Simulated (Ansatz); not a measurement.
Energy needed to pull apart CH3NSi, singlet, into free ground-state atoms, from the structure below (displaced at random from a GFN2-xTB minimum); no zero-point or spin–orbit terms; open-shell atoms are treated unrestricted, in their ground-state multiplicity.

```
6
angstrom
C -1.2789 -1.4179 -0.7883
Si -0.2805 -0.1744 -0.1224
N 0.9629 0.8281 0.4835
H -2.2995 -1.1149 -0.5580
H 1.4072 1.4004 -0.2395
H 1.4917 0.4995 1.2579
```

Program: Ansatz 0.2.0. Basis: def2-TZVPP. Cores are frozen in the correlated methods.

```tsv
method	atomization energy (kJ/mol)
PBE-D4	?
BLYP-D4	1944
r2SCAN-D4	1903
PBE0-D4	1894
r2SCANh-D4	1875
wB97M-V	1897
HF	?
MP2	1882
CCSD	1782
CCSD(T)	1845
```

(1) What does HF give? (An estimate is asked for; the value comes from the calculation.)

(2) What does PBE-D4 give? (An estimate is asked for; the value comes from the calculation.)

The T1 diagnostic stays at or below 0.027. The T1 diagnostic is large here, which may signal multireference character or strong orbital relaxation, so CCSD(T) is less sure. The restricted Hartree–Fock reference is unstable towards an unrestricted one here.

Answers

(1) Computed: 1129 kJ/mol, which is about 716 kJ/mol less than CCSD(T)/def2-TZVPP.

(2) Computed: 1983 kJ/mol, which is about 137 kJ/mol more than CCSD(T)/def2-TZVPP.

In triple zeta the MP2 and coupled-cluster atomization energies are still short of their basis limit by a few kcal/mol a bond, whereas those of the functionals are nearly converged, so these differences are not deviations from converged CCSD(T).

For scale, one of the runs: CCSD(T)/def2-TZVPP forces, 146 basis functions (an equivalent command: `ansatz run in.yaml --threads 4`). The run took 28 s on 4 CPU threads (shared host), with 1.6 GiB of host memory at its peak.
